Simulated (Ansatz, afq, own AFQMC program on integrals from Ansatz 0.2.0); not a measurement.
Two steps: Ansatz 0.2.0 writes the Fock matrix and Cholesky factors of the valence space, and afq projects on them the lowest state that overlaps trial and start.

```yaml
crystal:
  periodic: [false, false, false]
  atoms:
    - {symbol: Al, position_ang: [0.000000, -0.107766, 0.567543]}
    - {symbol: C, position_ang: [0.000000, 0.196499, -1.243154]}
    - {symbol: H, position_ang: [0.000000, 0.856616, 1.824835]}
    - {symbol: H, position_ang: [0.000000, -0.313339, -2.203862]}
basis:
  gaussian: {orbitals: cc-pVDZ}
magnetization: {spin_polarized: false, initial_magnetization: 1}
correlation: {method: ccsd_t, electrons: outside_noble_gas, hamiltonian_folder: ham}
```

```sh
$ ansatz run in.yaml --threads 1 --pin off --events-out ev --progress --plain --max-ram 1382MiB
```

Options of the walk:

```
--method free --trial cisd --walkers 60 --time-step 0.03 --max-blocks 80 --target-error 0.00036 --factor-cut 1e-05 --seed 4388 --times 0,0.3,0.6,1.2,1.8,2.4,3.6,4.8,6 --taylor-order 8
```

Times are imaginary, in 1/Eh. The walk had a cap of 1011 s.

Output of the walk:

```
orbitals 36  electrons 5 4  factors 271 of 401
reference energy -280.79135998 Eh
CCSD correlation -0.21594717 Eh in 16 cycles, weight of the determinant in the CISD state 0.8258
repeat  energy at the last time / Eh  error
    10  -281.017266  0.002898
    20  -281.018207  0.001957
    30  -281.018828  0.001607
    40  -281.019446  0.001465
    50  -281.019371  0.001232
    60  -281.019949  0.001081
    70  -281.020662  0.001070
    80  -281.021059  0.001005
time / (1/Eh)  energy / Eh  error  mean overlap
  0.00  -281.007502  0.000240  1.2110
  0.30  -281.013297  0.000322  1.2024
  0.60  -281.015412  0.000319  1.2060
  1.20  -281.018068  0.000404  1.1979
  1.80  -281.017732  0.000457  1.2171
  2.40  -281.018655  0.000514  1.2041
  3.60  -281.020017  0.000691  1.2421
  4.80  -281.019898  0.000784  1.2601
  6.00  -281.021059  0.001005  1.2476
energy -281.021059 +/- 0.001005 Eh
```

The run passed its tests (error under three times the target), which doesn't prove that it has relaxed.

Against this walk (error 27.4 meV) on the same determinant: CCSD(T) 98.5 meV higher, CCSDT(Q) 25.9 meV higher (within the noise). The error is statistical, and a free projection of finite length keeps a remainder of its start.

Cautions: remainder of the start not in the error; error above the target (27.4 against 9.8 meV); higher spins were not checked; a spin-contaminated unrestricted determinant lies lower (UHF 1.11 eV lower, ⟨S²⟩ 1.57); strong correlation (T1 0.043, weight of the determinant 0.83, largest double 0.21).

The walk took 4 min on 1 thread of Arm Neoverse V2 (shared host). The log's last line is the free-projection energy.

CCSDT and higher add their correlation energy to the determinant of the CCSD(T) run, since their own runs factorise the integrals more tightly (a shift of under 2 meV). A walk keeps the symmetry of its determinant, which the program's search chose and which needn't be the lowest solution, so a lower state of the same spin and another symmetry isn't excluded.
